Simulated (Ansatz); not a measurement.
Input for Ansatz (development build ahead of 0.2.0):

```yaml
crystal:
  periodic: [false, false, false]
  atoms:
    - { symbol: C, position_ang: [0.00303, 0.01277, -1.30509] }
    - { symbol: C, position_ang: [0.01806, -0.00051, -0.00857] }
    - { symbol: C, position_ang: [-0.01175, -0.01585, 1.28673] }
basis:
  gaussian: { orbitals: STO-3G }
hamiltonian:
  xc: hf
output:
  forces: true
```

The input is written out in the form of the current development build from the run's settings.

Results

| Property | Result |
| --- | --- |
| Converged | yes |
| Total energy | -111.90588 hartree |

Forces (eV/Å):
```
atom      Fx      Fy      Fz
  C1   0.041  -0.013   1.356
  C2  -0.096  -0.004  -0.072
  C3   0.055   0.016  -1.283
```
